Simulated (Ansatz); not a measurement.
# BCl2 (SMILES Cl[B]Cl) at UCCSD(T)/def2-TZVP

What is the energy change on altering one bond length of BCl2 at UCCSD(T)/def2-TZVP? 

The calculation is run with Ansatz 0.2.0.

40 further runs of the same task are left out: 40 set aside as unsound or not needed.

## (1) Starting point

The species is BCl2 (3 atoms), meant as a doublet with charge 0. SMILES: `Cl[B]Cl`. The coordinates come from a PBE0-D4/def2-TZVP relaxation.

Bond lengths: Cl1–B2 1.720 Å, B2–Cl3 1.720 Å. Angles: Cl1–B2–Cl3 125.4°.

## (2) The energy at UCCSD(T)/def2-TZVP

run.yaml reads:

```yaml
basis:
  gaussian:
    orbitals: def2-TZVP
crystal:
  periodic: [false, false, false]
  atoms:
    - {symbol: Cl, position_ang: [0.371500, -1.525600, 0.030000]}
    - {symbol: B, position_ang: [-0.463900, -0.050300, -0.256900]}
    - {symbol: Cl, position_ang: [0.081500, 1.511100, 0.213700]}
magnetization:
  spin_polarized: true
  initial_magnetization: 1
correlation:
  method: ccsd_t
  frozen_orbitals: {B: 1, Cl: 5}
accuracy: high
scf:
  omitted_lower_state_checks: [cluster_reference, increment]
```

The run is started by

```sh
ansatz run run.yaml --threads 1 --pin off --max-ram 3480MiB --events-out events.jsonl --progress --plain --runs-dir runs
```

The log of the run (excerpt; [...] marks lines left out):

```text
Warning: RAYON_NUM_THREADS=1 ignored (pool sized by the plan → 1); use --threads N
Functional definition: HF
  name "HF"
[...]
1585 factors; integrals over basis functions are off by at most 3.6e-9 eV
[...]
mean field -25680.33563220 eV, -943.7349277268 hartree, gradient 1.4e-8 eV, S^2 0.755811; 0 other end points of the search recorded, 0 dependent functions left out
11 core orbitals not correlated: weight in the atoms' cores, before any rotation towards them, 1.000 or more for the frozen orbitals, at most 0.000 for the correlated occupied ones
reference -25680.33563220 eV, -943.7349277268 hartree; 9, 8 occupied and 85, 86 virtual orbitals, 1585 factors
second order -11.98027992 eV of doubles, -0.00000000 eV of singles
cycle   1  -12.62598105 eV  change   -6.5e-1 eV  update   7.6e-2
[...]
cycle  21  -12.97225396 eV  change  -5.2e-10 eV  update   1.7e-9
perturbative correction -0.60370154 eV, -0.0221856223 hartree
Total energy: -25693.91158770 eV, -944.2338348892 hartree
Checks for a lower state left out: cluster_reference, increment
```

Run time: 28 s. Hardware: 1 thread of Arm Neoverse V1, shared host; peak memory 0.98 GiB.

## (3) The distorted shape at the same level

job.yaml reads:

```yaml
basis:
  gaussian:
    orbitals: def2-TZVP
crystal:
  periodic: [false, false, false]
  atoms:
    - {symbol: Cl, position_ang: [0.098814, -2.306260, -0.205288]}
    - {symbol: B, position_ang: [-0.736586, -0.830960, -0.492188]}
    - {symbol: Cl, position_ang: [0.081500, 1.511100, 0.213700]}
magnetization:
  spin_polarized: true
  initial_magnetization: 1
correlation:
  method: ccsd_t
  frozen_orbitals: {B: 1, Cl: 5}
accuracy: high
scf:
  omitted_lower_state_checks: [cluster_reference, increment]
```

The run is started by

```sh
ansatz run job.yaml --threads 1 --pin off --max-ram 3480MiB --events-out events.jsonl --progress --plain --runs-dir runs
```

The log of the run:

```text
Warning: RAYON_NUM_THREADS=1 ignored (pool sized by the plan → 1); use --threads N
[... 16 lines left out ...]
11 core orbitals not correlated: weight in the atoms' cores, before any rotation towards them, 1.000 or more for the frozen orbitals, at most 0.000 for the correlated occupied ones
[... 38 lines left out ...]
Total energy: -25691.48728528 eV, -944.1447434186 hartree
Checks for a lower state left out: cluster_reference, increment
```

Wall time 49 s (1 thread of Arm Neoverse V1, shared host); peak memory 0.96 GiB.

## (4) Results

Level: UCCSD(T)/def2-TZVP, 11 core orbitals frozen.

```
                                                          quantity          value
                                         first shape: total energy  -944.23383 Eh
         first shape: correlation energy (11 core orbitals frozen)     -498.9 mEh
                                       first shape: (T) correction     -22.19 mEh
                    first shape: ⟨S²⟩ of the reference determinant          0.756
                                        first shape: T1 diagnostic          0.015
                                     distorted shape: total energy  -944.14474 Eh
     distorted shape: correlation energy (11 core orbitals frozen)     -498.1 mEh
                                   distorted shape: (T) correction     -23.36 mEh
                distorted shape: ⟨S²⟩ of the reference determinant          0.949
                                    distorted shape: T1 diagnostic          0.034
energy change with the B2–Cl3 bond stretched from 1.720 to 2.579 Å       2.424 eV
```

With the B2–Cl3 bond stretched from 1.720 to 2.579 Å the energy rises by 2.42 eV (234 kJ/mol). The first shape isn't relaxed at this level, so the change isn't measured from a minimum. The triples (first shape) make up 4.4 % of the correlation energy. ⟨S²⟩ (distorted shape) is 0.95 where a pure doublet has 0.75: the reference is spin-contaminated. The triples (distorted shape) make up 4.7 % of the correlation energy.
